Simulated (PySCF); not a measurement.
SF₅ was optimised in PySCF in the def2-TZVP basis family (density fitting, no spin–orbit coupling) with several functionals.

One of them gave a doublet of C4v symmetry with a mean bond of 1.609 Å to S, wavenumbers 224, 339 (×2), 441, 498 (×2), 522, 554, 605, 780 (×2), 870 cm⁻¹.

Task: Which level of theory was it?
A. PBE
B. PBE0
C. B3LYP

Result: C. That is B3LYP, with S–F 1.554 Å, S–F 1.623 Å (×4). The others give PBE 1.630 Å and 827 cm⁻¹ for the highest mode; PBE0 1.591 Å and 904 cm⁻¹ for the highest mode.

The structures come from searches over a few start shapes, so lower isomers are not excluded.
